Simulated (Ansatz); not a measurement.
`FC(S)S`. Charge 0, multiplicity 1.

Cartesian coordinates in Å:
```
F -0.2717 -0.1990 1.6877
C 0.1081 -0.0675 0.3784
S -1.2439 -0.4040 -0.7519
S 0.6483 1.6558 0.1919
H 0.9339 -0.7577 0.2049
H -1.2038 -1.7436 -0.6237
H 1.0292 1.5161 -1.0874
```

(1) What are the harmonic wavenumbers in cm⁻¹ at PBE0-D4/def2-TZVP (Ansatz, finite differences of forces, unscaled)? (Best estimate.)

(2) Is this a minimum?

(3) Give the ideal-gas thermochemistry at 298.15 K and 1 bar (rigid rotor, harmonic oscillator; point group C1, symmetry number 1).

(4) Rotational constants (cm⁻¹)?

Answers

(1) Computed: 146, 230, 307, 335, 420, 676, 795, 908, 968, 1079, 1213, 1325, 2681, 2722, 3111.

(2) Yes, all 15 modes are real.

(3) Zero-point energy 101.2 kJ/mol; H(298) − E = 117.9 kJ/mol; entropy 313.8 J/(mol·K), of which translation 166.1, rotation 109.9, vibration 37.8; G(298) − E = 24.4 kJ/mol.

(4) 0.2169, 0.11, 0.07727.
